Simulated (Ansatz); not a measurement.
## Ansatz (development build ahead of 0.2.0) run

```yaml
crystal:
  periodic: [false, false, false]
  atoms:
    - { symbol: "N", position_ang: [0.0, 0.0, 0.0] }
    - { symbol: O, position_ang: [0.0, 0.0, 1.66] }
basis:
  gaussian: { orbitals: def2-SVP }
magnetization:
  spin_polarized: true
  initial_magnetization: 1
hamiltonian:
  xc: hf
correlation:
  method: mp2
  frozen_orbitals: { "N": 1, O: 1 }
output:
  forces: true
```

The input is written out in the form of the current development build from the run's settings.

Output:

```
Converged                       : yes
Reference energy                : -129.03993 hartree
Correlation energy              : -0.21160 hartree
Total energy                    : -129.25153 hartree
Spin squared of the determinant : 2.141
Stability test                  : minimum
```

Forces (eV/Å):
```tsv
atom	Fx	Fy	Fz
N1	0.000	0.000	6.106
O2	0.000	0.000	-6.106
```

Caution: bonds are stretched, where a single reference can fail; the unrestricted determinant is a mixture of spin states; forces differ strongly between restricted and unrestricted references.
